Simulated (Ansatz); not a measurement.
Geometry optimisation, Ansatz, UKS PBE/def2-SVP.

The input (input.yaml):

```yaml
crystal:
  periodic: [false, false, false]
  atoms:
    - { symbol: C, position_ang: [-0.809, 0.3444, -0.1193] }
    - { symbol: B, position_ang: [0.0031, -0.9437, -0.1027] }
    - { symbol: S, position_ang: [1.8356, -0.8775, -0.3911] }
    - { symbol: H, position_ang: [-1.5461, 0.3251, -0.9367] }
    - { symbol: H, position_ang: [-0.2022, 1.2578, -0.3437] }
    - { symbol: H, position_ang: [-1.3639, 0.5357, 0.8459] }
    - { symbol: H, position_ang: [2.1437, -0.7098, 1.0018] }
magnetization:
  spin_polarized: true
  initial_magnetization: 1
basis:
  gaussian: { orbitals: def2-SVP }
hamiltonian:
  xc: pbe
relax:
  f_tol: 0.015
  max_steps: 40
```

Run as:

```bash
$ ansatz run input.yaml --threads 1 --pin off --max-ram 2048MiB --backend cpu --events-out ev --progress --plain --runs-dir out
```

Task: Where does it end, and by what steps?

Result: The run converged. The force dipped under the threshold on the way, but the program's further checks kept it going. After 16 steps the energy has fallen by 0.916 eV; H7 moved furthest, 1.03 Å.

```csv
step,energy less start (eV),largest force component (eV/Å),accepted
0,0.0000,1.408,yes
1,-0.1656,0.526,yes
2,-0.2132,0.362,yes
3,-0.3384,1.051,yes
4,-0.4878,1.380,yes
5,-0.7430,1.184,yes
6,-0.8906,0.479,yes
7,-0.9052,0.355,yes
8,-0.9071,0.241,yes
9,-0.9128,0.055,yes
10,-0.9153,0.038,yes
11,-0.9157,0.057,yes
12,-0.9154,0.087,no
13,-0.9162,0.008,yes
14,-0.9162,0.015,yes
15,-0.9163,0.022,yes
16,-0.9163,0.011,yes
```

```xyz
7
Properties=species:S:1:pos:R:3
C -0.880 0.461 -0.161
B 0.214 -0.571 0.246
S 1.972 -0.436 0.047
H -1.591 -0.015 -0.871
H -0.504 1.400 -0.624
H -1.490 0.731 0.729
H 2.341 -1.637 0.588
```

Time of the run: 43 s on 1 thread of Arm Neoverse V1, with other jobs on the host, peak memory 0.15 GiB.
